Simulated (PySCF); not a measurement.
**Computed data sheet: dichlorofluoromethane, `FC(Cl)Cl`**

Dichlorofluoromethane, CHCl2F.
Bonds: F1–C2, C2–Cl3, C2–Cl4. Hydrogens: H5 on C2.

Among its groups: C–F bond and C–Cl bond.

GFN2-xTB geometry:

| Property | Result |
| --- | --- |
| Point group of the GFN2-xTB geometry | Cs |
| Rotational constants A, B, C of the GFN2-xTB geometry | 6.954, 3.281, 2.337 GHz |

CAM-B3LYP/def2-SVPD ground state and vertical TDDFT (core frozen in the response) (PySCF):

| Property | Result |
| --- | --- |
| Dipole moment | 1.33 D |
| HOMO energy | -10.65 eV |
| LUMO energy | 0.43 eV |
| HOMO–LUMO gap | 11.08 eV |
| Lowest singlet excitation | 7.11 eV (174 nm, f = 0.015) |
| Strongest line among the 8 lowest singlet transitions | S8 at 8.93 eV (139 nm, f = 0.063) |
| Lowest triplet excitation (Tamm–Dancoff) | 6.33 eV |
| Static isotropic polarisability | 43.3 au |
| Electronic spatial extent ⟨r²⟩ about the centre of nuclear charge | 469 bohr² |

Monoisotopic mass from the formula: 101.9439 u.

In atomic units the dipole is 0.52 e·bohr (1 au = 2.5417 D). The vertical singlet–triplet gap S1 − T1 is 0.78 eV (TDDFT singlet less Tamm–Dancoff triplet; S1: HOMO→LUMO, weight 0.87; T1: HOMO→LUMO, weight 0.83). The largest Löwdin shares of the HOMO are 0.48 on Cl3 and 0.48 on Cl4. The polarisability is 6.42 Å³ as a volume (1 au = 0.148185 Å³), or 0.87 au for each of the 50 electrons. With B = h/(8π²I), that is 505.379 GHz u Å² over I, the principal moments of inertia are 72.7, 154.0 and 216.2 u Å² (most abundant isotopes); the inertial defect Ic − Ia − Ib is -10.5 u Å² (zero for a rigid planar frame, negative otherwise).

Isolated species at its GFN2-xTB geometry, gas phase.

For the TDDFT job (CAM-B3LYP/def2-SVPD), time: 7.3 s wall. Hardware: Arm Neoverse V1, one thread, shared host.
